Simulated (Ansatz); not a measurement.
## Boltzmann transport of Ta$_{2}$AsN at constant τ

These are results of DFT PBE, scalar-relativistic, plane waves, PAW (Ansatz 0.2.0), not measurements. Plane waves to 420 eV; Γ-centred k mesh 15×15×6; Fermi-Dirac smearing of 0.15 eV. No spin polarisation.

The cell, relaxed at this level:
```
CELL_PARAMETERS angstrom
3.09935 0.00000 0.00000
-1.54968 2.68412 0.00000
0.00000 0.00000 6.70760
ATOMIC_POSITIONS crystal
Ta 0.66667 0.33333 0.71244
Ta 0.66667 0.33333 0.28756
As 0.00000 0.00000 0.00000
N 0.33333 0.66667 0.50000
```

The cell was built by swapping an element in a database structure (itself possibly hypothetical) and relaxing; it need not be the stable form of this composition. In a metal these results depend on the k mesh and the smearing. Spin–orbit coupling is left out, which matters for heavy elements.

Constant relaxation time and rigid bands. The levels are interpolated over the whole zone and filled by a Fermi function at the stated temperature, with the chemical potential set by the electron count. Seebeck coefficients of a few μV/K are small differences and uncertain even in sign.

Problem. Give the Drude plasma energies, the density of states at the chemical potential and σ/τ at 300 K.

Solution.
| Quantity | Value |
| --- | --- |
| Plasma energy xx, yy, zz | 3.48, 3.48, 3.80 eV |
| Density of states (thermally broadened) | 1.02 states/eV/cell |
| Conductivity over τ, xx, yy, zz | 2.5, 2.5, 3.0 ×10²⁰ (Ω·m·s)⁻¹ |

Problem. And the Seebeck coefficient (μV/K)?

Solution.
| T (K) | Sxx | Syy | Szz |
| --- | --- | --- | --- |
| 300 | 2.0 | 2.0 | -13.1 |
| 600 | 1.8 | 1.8 | -24.6 |
| 900 | 1.2 | 1.2 | -34.6 |